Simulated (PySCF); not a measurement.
P₂, SMILES P#P. Geometry: PBE-D3(BJ)/def2-TZVPD.

Problem. Give the equilibrium geometry at PBE-D3(BJ)/def2-TZVPD (PySCF confirms it by a frequency run) as a Z-matrix, and its point group. (An estimate is asked for; the answer gives what the named calculation found.)

Solution. point group D∞h.
```
P
P 1 1.9046
```
